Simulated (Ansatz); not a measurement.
Isomers and spin states of AlAsH3

Ansatz 0.2.0, basis cc-pVDZ; geometries are PBE0/def2-TZVP minima. Wave-function levels freeze the cores with the filled d shells of p-block atoms; HF, MP2 and coupled cluster are restricted for singlets and unrestricted otherwise, restricted open-shell where a d shell is frozen, Kohn–Sham unrestricted where that lies lower. The reference is CCSDT(Q) (coupled cluster only where its series has nearly closed). Semilocal and hybrid functionals correlate all electrons outside any core potential and usually lie nearer their basis limit than the reference, so part of their error here is the reference's basis and frozen-core error; RPA and the MP2 part of double hybrids freeze the same cores as the reference. None of these values is a measured one. Energies are electronic, without zero-point terms. No spin–orbit coupling and no scalar relativity. The set is small: such energies can lie up to about 0.3 eV from the limit, spin gaps mostly less, so near ties and functionals' places can change in larger sets. The species are chosen: bound, without strong static correlation by their natural occupations or amplitudes, and with a ladder that closes on the reference, so errors are smaller than for species at large; levels whose determinant breaks symmetry or spin markedly are left out.

A. doublet; Al–As 2.440, Al–H 1.587, As–H 1.528, angles at As 91°, angles at Al 118/120/122°. Coordinates (Å): Al 0.000 0.020 1.751; As 0.000 -0.028 -0.689; H 0.000 1.384 2.563; H 0.000 -1.368 2.520; H 0.000 1.499 -0.747
B. doublet; Al–As 2.457, Al–H 1.608, As–H 1.521/1.527, angles at As 88/93°, angles at Al 115°. Coordinates (Å): Al 0.031 -0.132 1.790; As -0.037 0.036 -0.660; H -0.046 1.270 2.573; H 1.257 0.844 -0.589; H 0.703 -1.277 -0.863

Problem. From bonding and spin, estimate the order of these in energy at CCSDT(Q), each at its own geometry.

Solution. At CCSDT(Q), above the lowest of those listed: A (0.000 eV), B (0.273 eV).

```csv
level,B less A (eV)
CCSDT(Q),0.273
MP2,0.275
CCSD(T),0.278
PBE,0.070
r2SCAN,0.142
PBE0,0.138
B3LYP,0.234
wB97M-V,0.325
B2PLYP,0.261
```

Every level shown puts the same form lowest.

The geometries are PBE0's, not this basis's own minima.
